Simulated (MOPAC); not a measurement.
MOPAC input (PM7):

```
PM7 FORCE THERMO(298,298) PRECISE LET CHARGE=-1 GEO-OK AUX(PRECISION=9) THREADS=1
C3H3

C    -0.01123946 1   -0.06136594 1    0.81031298 1
C     0.00989014 1   -0.75068952 1   -0.58418894 1
C     0.00633918 1    0.57578702 1   -0.54400253 1
H     0.86756879 1   -0.05981335 1    1.42683181 1
H    -0.90697792 1   -0.06381020 1    1.40192451 1
H     0.00981091 1    1.51966237 1   -0.94297214 1
```

### Question
Which zero-point energy does it print?

### Answer
27.72 kcal/mol, from the harmonic wavenumbers of PM7.
